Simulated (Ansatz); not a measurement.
AlH2O2, SMILES [OH][Al][OH], a relaxed scan of one distance

With Ansatz's Python interface.

Interactive session:
```pycon
>>> import ansatz as az
>>> from ase import Atoms
>>> import numpy as np
>>> atoms = Atoms(["O", "Al", "O", "H", "H"], positions=[
...     (-1.5954, -0.0803, 0.1092),
...     (-0.0181, -0.8802, 0.0556),
...     (1.4441, -0.0171, 0.6786),
...     (-1.6242, 0.4514, -0.7728),
...     (1.8435, 0.4525, -0.1119),
... ])
>>> mol = az.Crystal.molecule_from_ase(atoms)
>>> setup = (
...     mol.calculation()
...     .basis(gaussian="def2-SVP")
...     .functional("PBE0", dispersion="d4")
...     .spin("collinear", total=1)
... )
>>> symbols = [site.symbol for site in mol.cartesian_sites]
>>> pairs = [(0, 1), (0, 3), (1, 2), (2, 4)]
>>> print("held (A)   E (eV)        ", "  ".join(f"{symbols[i]}{i}-{symbols[j]}{j}" for i, j in pairs))
held (A)   E (eV)         O0-Al1  O0-H3  Al1-O2  O2-H4
>>> for length in [1.63, 1.77, 1.91, 2.12, 2.39]:
...     report = setup.relax(constraints=[az.DistanceConstraint((0, 1), at=length)], force_tolerance=0.02, max_steps=60).run(threads=1, pin="off").report
...     xyz = np.array(report["positions_ang"])
...     print(f"{length:6.2f} {report['free_energy_ev']:14.5f}  ", "  ".join(f"{np.linalg.norm(xyz[i] - xyz[j]):.3f}" for i, j in pairs))
...
DeckWarning: relax.constraints: the input's atoms, or those drawn, lie off the distances that are held; a relaxation that starts there is brought onto them ahead of its first SCF, by positions alone, an atom by 6.97e-2 Å at the most. With the symmetry detection on, the symmetry is detected on the input's atoms as so [...]
  1.63   -10712.25554   1.630  0.957  1.715  0.960
  1.77   -10712.28262   1.770  0.963  1.710  0.960
  1.91   -10711.96644   1.910  0.964  1.702  0.959
  2.12   -10711.22213   2.120  0.967  1.698  0.958
  2.39   -10710.33617   2.390  0.970  1.691  0.959
```

Total energies depend on the basis set; only differences at equal settings carry meaning. Warnings are shown shortened and without file and line. The energies are electronic: no zero-point or thermal terms, and the basis set is short of its limit. The run takes the species as open-shell (spin multiplicity 2), which needn't be its ground state. The whole script took 2.2 min on 1 thread of Arm Neoverse V1 (shared host), peak memory 0.21 GiB.
